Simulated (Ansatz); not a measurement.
This script drives the Python package of Ansatz (0.2.0).

`c2h9n3.xyz`
```text
14

N    -1.54500    0.80470    1.08280
C    -0.27350    0.20380    1.09720
C     0.33760    0.10380   -0.33330
N    -0.47100   -0.47420   -1.27060
N     1.50110   -0.79280   -0.37810
H    -1.48580    1.80930    0.69910
H    -2.09360    0.36860    0.33860
H    -0.35560   -0.77690    1.52330
H     0.39720    0.78370    1.80900
H     0.65940    1.10680   -0.63070
H    -0.06760   -0.60230   -2.12920
H    -0.69830   -1.42860   -0.92510
H     1.95360   -0.61800   -1.24880
H     2.12860   -0.51690    0.39440
```

`disp_c2h9n3.py`
```python
# -*- coding: utf-8 -*-
import ansatz as az

system = az.Crystal.molecule_from_extxyz('c2h9n3.xyz')

calc = system.calculation().basis(gaussian='def2-SVP')
for name in ['blyp', 'b3lyp']:
    for correction in ('d3bj', 'd4'):
        r = calc.functional(name, dispersion=correction).run().report
        print(f'{name:8s} {correction:5s} total {r["free_energy_ev"]:.5f} eV, of which dispersion {1000 * r["dispersion"]["energy"]["ev"]:.2f} meV')
```

It is started by `python disp_c2h9n3.py`. Estimate its wall time and peak memory on 1 thread of Arm Neoverse V1 (shared host).

It took about 16 s, with a peak of 0.27 GiB, for 4 runs of the engine.

```console
$ python disp_c2h9n3.py
blyp     d3bj  total -6681.99391 eV, of which dispersion -566.72 meV
blyp     d4    total -6681.99059 eV, of which dispersion -563.40 meV
b3lyp    d3bj  total -6685.23813 eV, of which dispersion -458.53 meV
b3lyp    d4    total -6685.17430 eV, of which dispersion -394.70 meV
```

Reading the output:
- Total energies depend on the basis set; only differences at equal settings carry meaning.
- The geometry is a force-field or estimated start, not a minimum of this method, and the basis set is short of its limit. D4 holds the three-body term, and d3bj doesn't.
- b3lyp holds the VWN-RPA fit, as in Gaussian; the form of ORCA and Turbomole is b3lyp5.
